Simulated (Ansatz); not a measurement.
A series at B: from `OB(O)O`, ligands are replaced one by one, each step taking up H₂ and setting free H₂O; n counts the steps. Ansatz, PBE0-D4/def2-TZVP geometries. Each molecule was computed in one conformer, which needn't be the lowest.

```
n  molecule  HOMO energy, ωB97M-V/def2-TZVPP (eV)
0  `OB(O)O`                                     ?
1     `OBO`                                -11.88
2      `BO`                                -11.23
3       BH₃                                -12.31
```

Question: By hand: fit a straight line y = ȳ + b (n − n̄) to the 3 given rows and predict n = 0.

Answer: n̄ = 2.000, ȳ = -11.807; Σ(n − n̄)(y − ȳ) = -0.430, Σ(n − n̄)² = 2.000, so b = -0.215 eV a step. Prediction: -11.807 + (-0.215) × (-2.000) = -11.38 eV.

Question: By hand: compare with the computed value, -11.81 eV, and give the steps along the whole series.

Answer: The line misses by -0.43 eV (computed minus predicted). Steps: -0.07, 0.65, -1.08 eV.

The steps change sign along the series, so a line is a poor guide. The highest orbital can change its character along such a series. The miss is 39.8 % of the series' range.
